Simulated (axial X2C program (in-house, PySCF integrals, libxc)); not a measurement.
# Potential curves of OH, two-component

Computed with an in-house relativistic program for diatomic molecules. Two-component (2c) means X2C with spin–orbit coupling and atomic mean-field two-electron Coulomb and Gaunt terms. Basis: O dyall-av3z [7s6p3d2f], H dyall-v3z [6s2p1d] (cores contracted in-house); Gaussian nuclei, density fitting, unrestricted open shells. Masses: O 15.995 u, H 1.008 u.

State: Ω = 3/2 (⟨Sz⟩ = 0.50, ⟨Lz⟩ = 1.00 at HF). Energies in kJ/mol from the fragments at the same level (O + H). Fits are polynomials in 1 − R0/R over 0.85 to 1.23 times the lowest point R0.

| R (Å) | MP2 | r2SCAN |
| --- | --- | --- |
| 0.8456 | -386.32 | -343.72 |
| 0.8845 | -414.94 | -372.98 |
| 0.9137 | -427.73 | -386.34 |
| 0.9428 | -434.48 | -393.74 |
| 0.9720 | -436.32 | -396.29 |
| 1.0060 | -433.38 | -394.26 |
| 1.0400 | -426.06 | -387.91 |
| 1.0838 | -411.63 | -374.87 |
| 1.1372 | -388.38 | -353.58 |
| 1.2150 | -346.11 | -315.90 |

Correlated methods: 7 electrons correlated (number of frozen shells: O 1 s; H none), 129 virtual spin orbitals or spinors in MP2.

One determinant describes the state; a PBE0 search over occupations chose it and may have missed a lower one. De is counted from the lowest determinant-based energies of the atoms at the same level, without counterpoise correction. Density functionals use the spin component along the axis (collinear). In 2c an atomic determinant is not the ground J level, so De misses part of the atomic spin–orbit lowering. This holds for r2SCAN. Without a current term, density functionals place determinants with orbital angular momentum somewhat too high. MP2 and coupled cluster on one determinant become unreliable at the stretched end.

Fit the MP2 curve near its minimum: give the equilibrium distance, the harmonic wavenumber and the well depth.

At MP2, 2c: Re = 0.970 Å, ωe ≈ 3790 cm⁻¹, De = 4.52 eV to O + H; Be follows as 18.9 cm⁻¹.

What are Re, ωe and De at the r2SCAN level?

At r2SCAN, 2c: Re = 0.975 Å, ωe ≈ 3700 cm⁻¹, De = 4.11 eV to O + H; Be follows as 18.7 cm⁻¹.
